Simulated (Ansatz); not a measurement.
`C/C=C\CC`, charge 0, multiplicity 1.

Question: Give a relaxed structure at PBE0-D4/def2-TZVP (Ansatz). (Best estimate.)

Answer: Ansatz gave: 
Cartesian coordinates in Å:
```
C 1.439 -1.516 -0.617
C 1.523 -0.120 -0.099
C 0.536 0.764 0.017
C -0.905 0.579 -0.325
C -1.811 0.743 0.891
H 2.076 -1.641 -1.499
H 1.799 -2.229 0.131
H 0.425 -1.805 -0.894
H 2.515 0.197 0.216
H 0.788 1.742 0.425
H -1.076 -0.398 -0.784
H -1.188 1.324 -1.080
H -1.668 1.721 1.358
H -2.864 0.654 0.616
H -1.590 -0.017 1.645
```
This is one stationary point; other conformers may exist.
